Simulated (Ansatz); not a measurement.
Ideal-gas functions of CH₆BP, SMILES `CBP` at 298.15 K and 1 bar, from an Ansatz frequency run at PBE0-D4/def2-TZVP.

Molar mass 59.85 g/mol, point group C1 (symmetry number 1), electronic degeneracy 1, moments of inertia 15.305, 110.197, 119.731 u Å². Harmonic wavenumbers (cm⁻¹, unscaled): 100, 234, 288, 457, 625, 663, 717, 857, 891, 1040, 1099, 1160, 1315, 1442, 1455, 2445, 2466, 2601, 3024, 3082, 3129.

Use S(trans) = R[1.5 ln M + 2.5 ln T − 1.1517]; rotational temperatures θ = 24.2544 K / I; S(rot) = R[ln(√π/σ · √(T³/θAθBθC)) + 1.5]; for each mode x = 1.438777 ν̃/T, S = R[x/(eˣ − 1) − ln(1 − e⁻ˣ)] and H = RT x/(eˣ − 1); 1 cm⁻¹ = 0.0119627 kJ/mol; R = 8.31446 J/(mol·K).

Problem. By hand: the entropy, in J/(mol·K).

Solution. Translation 159.9. Rotation: θ = 1.5847, 0.2201, 0.2026 K, giving 99.3. Vibration, mode by mode: 14.45, 7.73, 6.22, 3.24, 1.71, 1.48, 1.20, 0.69, 0.61, 0.33, 0.26, 0.20, 0.11, 0.06, 0.06, 0.00, 0.00, 0.00, 0.00, 0.00, 0.00, in all 38.4. Electronic 0.0. Sum 297.6 J/(mol·K).

Problem. By hand: H − E and G − E in kJ/mol, counted from the electronic energy.

Solution. Zero-point energy ½ × 29090 × 0.0119627 = 174.0; thermal vibration 6.7; translation, rotation and pV give 4 RT = 9.9. H − E = 190.6 kJ/mol, and G − E = 190.6 − 298.15 × 297.6/1000 = 101.9 kJ/mol.

Vibration gives 13 % of the entropy, 14.5 J/(mol·K) of it from the mode under 150 cm⁻¹: soft modes count most, and the harmonic formula is weakest for them. The sum counts one conformer and one mirror image; others add a mixing term.
